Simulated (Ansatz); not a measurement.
Molecule: NO₂, net charge 0, doublet state. It need not be the lowest isomer of its formula. 
Coordinates optimised at B3LYP-D3(BJ)/def2-TZVP (Ansatz, a quantum-chemistry and plane-wave program):
SMILES: [O]N=O
```xyz
3

N      0.0007    -0.0065     0.3208
O      0.0274     1.0999    -0.1182
O     -0.0281    -1.0942    -0.1625
```
Charge 0, spin multiplicity 2.

Problem. Give the harmonic wavenumbers at B3LYP-D3(BJ)/def2-TZVP (Ansatz, finite differences of forces, unscaled).

Solution. 768, 1394, 1697 cm⁻¹. Zero-point energy 5.5 kcal/mol.

Problem. From these and the geometry, give the ideal-gas thermochemistry at 298.15 K and 1 atm (rigid rotor, harmonic oscillator).

Solution. Point group C2v, rotational symmetry number 2. Rotational constants 243.8, 13.11, 12.44 GHz. S(trans) 37.40, S(rot) 18.25, S(vib) 0.26, S(elec, spin only) 1.38, S 57.3 cal/(mol K). H(298) - H(0) 2.43 kcal/mol; G - E(el) -9.1 kcal/mol.
